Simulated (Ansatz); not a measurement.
## H2Si–GeH3, doublet: reading a ladder of total energies

Geometry: displaced at random from a stationary point.

```xyz
7

Si   -0.0797    0.0106    1.7086
Ge    0.0172   -0.0055   -0.6722
H     0.5620   -1.1631    2.2735
H     0.4592    1.2078    2.3033
H    -0.7911    1.2561   -1.2815
H     1.4336   -0.0059   -1.2213
H    -0.6817   -1.1914   -1.2368
```

Basis cc-pVDZ; Ansatz 0.2.0. Only valence electrons are correlated (noble-gas cores and the filled d shells of p-block atoms frozen), which leaves 13 electrons in 51 orbitals. R marks a restricted (for open shells ROHF) determinant, U an unrestricted one. No spin–orbit coupling is included, and no scalar relativity.

Full CI isn't at hand for all of this; UCCSDT(Q) serves as the reference, and is uncertain by about the last step of the cluster series.

Runs differ by some tens of microhartree through their thresholds and, for an open shell, their frozen cores, so steps under 0.03 kcal/mol mean nothing.

```
    level  total energy (hartree)
      UHF            -2367.125671
     UMP2            -2367.313505
    UCCSD            -2367.359881
 UCCSD(T)            -2367.365346
   UCCSDT            -2367.366511
UCCSDT(Q)            -2367.366719
```

Task: What is the correlation energy at UCCSDT(Q), and what share of it do UMP2 and UCCSDT recover?

Result: E(corr) = -2367.366719 − (-2367.125671) = -0.241048 hartree = -6.559 eV. UMP2: -0.187834 / -0.241048 = 77.92 %. UCCSDT: -0.240840 / -0.241048 = 99.91 %.

Task: By how many kcal/mol does UCCSD(T) miss UCCSDT(Q) (1 hartree = 627.509 kcal/mol), and which steps make up the rest?

Result: -2367.365346 − (-2367.366719) = 0.001373 hartree = 0.86 kcal/mol. Steps: UCCSDT − UCCSD(T) = -0.73, UCCSDT(Q) − UCCSDT = -0.13 kcal/mol. Differences between like states or geometries often cancel part of this.
